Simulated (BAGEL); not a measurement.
# singlet AlNH2Cl+: a chain of runs

Aim: the energy (singlet AlNH2Cl+, HF/def2-SV(P)), then the energy (doublet AlNH2Cl, NEVPT2(3,3)/def2-SV(P)), then the energy (doublet AlNH2Cl, CASPT2(3,3)/def2-SV(P)) of AlClH2N. 

The calculation is run with BAGEL 1.2.2.

### 1 Starting point

AlNH2Cl+ has 5 atoms, charge +1, and is taken as a singlet. SMILES of the parent species: `[NH2][Al][Cl]`. The N1–H5 distance was set to 1.362 Å, away from the relaxed value. That shape belongs to the parent species and isn't relaxed for this state.

Bond lengths: N1–Al2 1.765 Å, Al2–Cl3 2.116 Å, N1–H4 1.007 Å. Angles: N1–Al2–Cl3 116.7°, Al2–N1–H4 124.9°. A long bond or contact: N1–H5 1.362 Å.

### 2 The energy at HF/def2-SV(P) (density fitting with svp-jkfit) (run 1)

Input file calc.json:

```json
{ "bagel" : [

{
  "title" : "molecule",
  "basis" : "def2-sv_p_.json",
  "df_basis" : "svp-jkfit",
  "angstrom" : false,
  "geometry" : [
    { "atom" : "N", "xyz" : [ -1.12604433,  0.99087222,  0.21230317 ] },
    { "atom" : "Al", "xyz" : [  0.67297494, -0.43265847,  2.63323131 ] },
    { "atom" : "Cl", "xyz" : [  3.51587892, -2.99909552,  1.48371091 ] },
    { "atom" : "H", "xyz" : [ -2.53237852,  2.24111503,  0.49292750 ] },
    { "atom" : "H", "xyz" : [ -0.78725990,  0.53422558, -2.29771799 ] }
  ]
},
{ "title" : "hf", "charge" : 1 },
{ "title" : "print", "file" : "orbitals.molden", "orbitals" : true }

]}
```

The basis set def2-SV(P) is read from a file made from the Basis Set Exchange's data (not shown).

Started as:

```bash
$ BAGEL_NUM_THREADS=1 BAGEL calc.json > calc.out
```

The program printed:

```text
* using 1 threads per process

  ===============================================================
  ===============================================================

  *** Geometry ***

  { "atom" : "N", "xyz" : [     -1.126044,      0.990872,      0.212303 ] },
  { "atom" : "Al", "xyz" : [      0.672975,     -0.432658,      2.633231 ] },
  { "atom" : "Cl", "xyz" : [      3.515879,     -2.999096,      1.483711 ] },
  { "atom" : "H", "xyz" : [     -2.532379,      2.241115,      0.492928 ] },
  { "atom" : "H", "xyz" : [     -0.787260,      0.534226,     -2.297718 ] },

  Number of auxiliary basis functions:      369

  Since a DF basis is specified, we compute 2- and 3-index integrals:
    o Being stored without compression. Storage requirement is 0.009 GB

  Number of basis functions:       54
  Number of electrons      :       39

    * METHOD: MOLECULE                             0.08

  *** RHF ***

  === Nuclear Repulsion ===
   118.1449814608

      * DIIS with orbital gradients will be used.

  === RHF iteration (def2-sv_p_.json) ===
      0       -756.33297157          0.02343646           0.02
      1       -756.41810017          0.01696880           0.02
      2       -756.48059698          0.00162734           0.02
      3       -756.48171913          0.00056138           0.02
      4       -756.48186357          0.00013366           0.02
      5       -756.48188178          0.00004780           0.02
      6       -756.48188471          0.00001662           0.02
      7       -756.48188508          0.00000426           0.02
      8       -756.48188510          0.00000106           0.02
      9       -756.48188510          0.00000036           0.02
     10       -756.48188510          0.00000018           0.02
     11       -756.48188510          0.00000005           0.02
     12       -756.48188510          0.00000002           0.02
     13       -756.48188510          0.00000001           0.02
    * SCF iteration converged.

    * Permanent dipole moment:
           (    1.488910,    -1.394379,    -1.394612) a.u.

    * METHOD: HF                                   0.33

    * METHOD: PRINT                                0.01

  ===============================================================
```

Run time: 0.67 s. Hardware: 1 thread of Arm Neoverse V2, shared host; peak memory 0.14 GiB.

### 3 Doublet neutral AlNH2Cl: a single-point energy at NEVPT2(3,3)/def2-SV(P) (density fitting with svp-jkfit) (run 2)

Input file job.json:

```json
{ "bagel": [

{
  "title": "molecule",
  "basis": "def2-sv_p_.json",
  "df_basis": "svp-jkfit",
  "geometry": [
    { "atom": "N", "xyz": [ -1.12604433,  0.99087222,  0.21230317 ] },
    { "atom": "Al", "xyz": [  0.67297494, -0.43265847,  2.63323131 ] },
    { "atom": "Cl", "xyz": [  3.51587892, -2.99909552,  1.48371091 ] },
    { "atom": "H", "xyz": [ -2.53237852,  2.24111503,  0.49292750 ] },
    { "atom": "H", "xyz": [ -0.78725990,  0.53422558, -2.29771799 ] }
  ]
},
{ "title": "hf", "charge": 1 },
{ "title": "casscf", "nstate": 1, "nact": 3, "nclosed": 18, "nspin": 1, "active": [15, 20, 24], "maxiter": 200, "natocc": true },
{
  "title": "nevpt2",
  "nstate": 1,
  "nact": 3,
  "nclosed": 18,
  "nspin": 1,
  "active": [15, 20, 24],
  "maxiter": 200,
  "natocc": true,
  "ncore": 11
},
{ "title": "print", "file": "orbitals.molden", "orbitals": true }

]}
```

The basis set def2-SV(P) is read from a file made from the Basis Set Exchange's data (not shown).

Started as:

```bash
$ BAGEL_NUM_THREADS=1 BAGEL job.json > job.out
```

The program printed:

```text
* using 1 threads per process

  ===============================================================
  ===============================================================

  *** Geometry ***

  { "atom" : "N", "xyz" : [     -1.126044,      0.990872,      0.212303 ] },
  { "atom" : "Al", "xyz" : [      0.672975,     -0.432658,      2.633231 ] },
  { "atom" : "Cl", "xyz" : [      3.515879,     -2.999096,      1.483711 ] },
  { "atom" : "H", "xyz" : [     -2.532379,      2.241115,      0.492928 ] },
  { "atom" : "H", "xyz" : [     -0.787260,      0.534226,     -2.297718 ] },

  Number of auxiliary basis functions:      369

  Since a DF basis is specified, we compute 2- and 3-index integrals:
    o Being stored without compression. Storage requirement is 0.009 GB

[... 18 lines left out ...]
    * SCF iteration converged.
[... 1 line left out ...]
    * Permanent dipole moment:
[... 28 lines left out ...]
    * Second-order optimization converged. *
[... 5 lines left out ...]
      0  0      -756.77667383     6.16e-02      0.00
      1  0      -756.80845037     4.37e-03      0.00
      2  0      -756.80866256     8.39e-04      0.00
[... 4 lines of this table left out ...]
      7  0 *    -756.80867018     1.27e-15      0.00

     * ci vector, state   0, <S^2> = 0.7500
       2a.    -0.9852138983
       .a2    -0.1676540014

    * METHOD: CASSCF                               1.35

    * freezing 11 orbitals

  === DF-NEVPT2 calculation ===

    * 3-index integral transformation done
    * assembly done

      NEVPT2 correlation energy:   -0.3154757652      0.03

          (+0)     -0.2367814732
          (+0)'    -0.0262818524
          (+1)     -0.0102966447
          (+1)'    -0.0003842473
          (+2)     -0.0004352968
          (-1)     -0.0364920974
          (-1)'    -0.0008618601
          (-2)     -0.0039422934

      NEVPT2 total energy:       -757.1241459422

    * METHOD: NEVPT2                               0.07

    * METHOD: PRINT                                0.01

  ===============================================================
```

It took 2.1 s on 1 thread of Arm Neoverse V2, shared host; peak memory 0.14 GiB.

### 4 Doublet neutral AlNH2Cl: the energy at CASPT2(3,3)/def2-SV(P) (density fitting with svp-jkfit) (run 3)

Input file input.json:

```json
{ "bagel" : [

{
  "title" : "molecule",
  "basis" : "def2-sv_p_.json",
  "df_basis" : "svp-jkfit",
  "geometry" : [
    { "atom" : "N", "xyz" : [    -1.12604433,     0.99087222,     0.21230317 ] },
    { "atom" : "Al", "xyz" : [     0.67297494,    -0.43265847,     2.63323131 ] },
    { "atom" : "Cl", "xyz" : [     3.51587892,    -2.99909552,     1.48371091 ] },
    { "atom" : "H", "xyz" : [    -2.53237852,     2.24111503,     0.49292750 ] },
    { "atom" : "H", "xyz" : [    -0.78725990,     0.53422558,    -2.29771799 ] }
  ]
},

{ "title" : "hf", "charge" : 1 },

{ "title" : "casscf", "nstate" : 1, "nact" : 3, "nclosed" : 18, "nspin" : 1, "active" : [15, 20, 24], "maxiter" : 200, "natocc" : "true" },

{ "title" : "print", "file" : "orbitals.molden", "orbitals" : "true" },

{ "title" : "smith", "method" : "caspt2", "ms" : "true", "xms" : "true", "sssr" : "true", "shift" : 0.2, "shift_imag" : "true", "ncore" : 11 }

]}
```

The basis set def2-SV(P) is read from a file made from the Basis Set Exchange's data (not shown).

Started as:

```bash
$ BAGEL_NUM_THREADS=1 BAGEL input.json > input.out
```

The program printed:

```text
* using 1 threads per process

  ===============================================================
  ===============================================================

  *** Geometry ***

  { "atom" : "N", "xyz" : [     -1.126044,      0.990872,      0.212303 ] },
  { "atom" : "Al", "xyz" : [      0.672975,     -0.432658,      2.633231 ] },
  { "atom" : "Cl", "xyz" : [      3.515879,     -2.999096,      1.483711 ] },
  { "atom" : "H", "xyz" : [     -2.532379,      2.241115,      0.492928 ] },
  { "atom" : "H", "xyz" : [     -0.787260,      0.534226,     -2.297718 ] },

  Number of auxiliary basis functions:      369

  Since a DF basis is specified, we compute 2- and 3-index integrals:
    o Being stored without compression. Storage requirement is 0.009 GB

[... 18 lines left out ...]
    * SCF iteration converged.
[... 1 line left out ...]
    * Permanent dipole moment:
[... 28 lines left out ...]
    * Second-order optimization converged. *
[... 11 lines left out ...]
     * ci vector, state   0, <S^2> = 0.7500
[... 16 lines left out ...]
    * Zeroth order energy : state  0       -1.2012854097
[... 4 lines left out ...]
       #      aibj      arbs      arbi      airj      risj      airs      arst      rist         Etot      error   time
[... 2 lines left out ...]
       0  -0.23617  -0.00480  -0.03779  -0.01108  -0.00060  -0.02373  -0.00093  -0.00039   -0.3154916  0.0023634   0.02
       1  -0.23628  -0.00484  -0.03792  -0.01116  -0.00064  -0.02420  -0.00097  -0.00041   -0.3164175  0.0003864   0.01
       2  -0.23629  -0.00484  -0.03790  -0.01117  -0.00064  -0.02422  -0.00097  -0.00041   -0.3164505  0.0000794   0.02
       3  -0.23629  -0.00484  -0.03790  -0.01116  -0.00065  -0.02423  -0.00097  -0.00041   -0.3164515  0.0000146   0.02
       4  -0.23629  -0.00484  -0.03790  -0.01116  -0.00065  -0.02423  -0.00097  -0.00041   -0.3164516  0.0000027   0.02
       5  -0.23629  -0.00484  -0.03790  -0.01116  -0.00065  -0.02423  -0.00097  -0.00041   -0.3164516  0.0000005   0.01

      ------------------------------------------------------------------------------------------------------------------

    * CASPT2 energy : state  0     -757.1270770682
        w/o shift correction       -757.1251217503
        reference weight              0.8977229537

    * METHOD: SMITH                                0.15

  ===============================================================
```

It took 2.1 s on 1 thread of Arm Neoverse V2, shared host; peak memory 0.14 GiB.

### 5 Results

| quantity | value |
| --- | --- |
| run 1, HF/def2-SV(P): total energy | -756.48189 Eh |
| run 1, HF/def2-SV(P): HOMO energy | -16.64 eV |
| run 1, HF/def2-SV(P): LUMO energy | -7.41 eV |
| run 1, HF/def2-SV(P): HOMO–LUMO gap | 9.22 eV |
| doublet neutral AlNH2Cl, run 2: total energy | -757.12415 Eh |
| doublet neutral AlNH2Cl, run 3: total energy | -757.12708 Eh |
